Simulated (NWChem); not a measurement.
**ozone (O$_{3}$) in NWChem**

SMILES: O=[O+][O-]
```xyz
3

O     -1.0607     0.0000    -0.2102
O      0.0000     0.0000     0.4204
O      1.0607     0.0000    -0.2102
```
Charge 0, spin multiplicity 1.

All runs are NWChem calculations. Structure: optimised with PBE0/def2-SVP, a minimum by its harmonic frequencies.

Symmetry labels belong to the abelian group C2v used in the runs, with the axes of the coordinates shown.

The species is likely to have several important configurations.

Question: List the lowest 4 singlet excitations that TD-PBE/aug-cc-pVDZ gives, with oscillator strengths.

Answer: 
| state | symmetry | energy (eV) | wavelength (nm) | f |
|---|---|---|---|---|
| 1 | b2 | 2.33 | 532 | 0.000 |
| 2 | a2 | 2.53 | 490 | 0.000 |
| 3 | b1 | 5.79 | 214 | 0.109 |
| 4 | a1 | 8.86 | 140 | 0.010 |
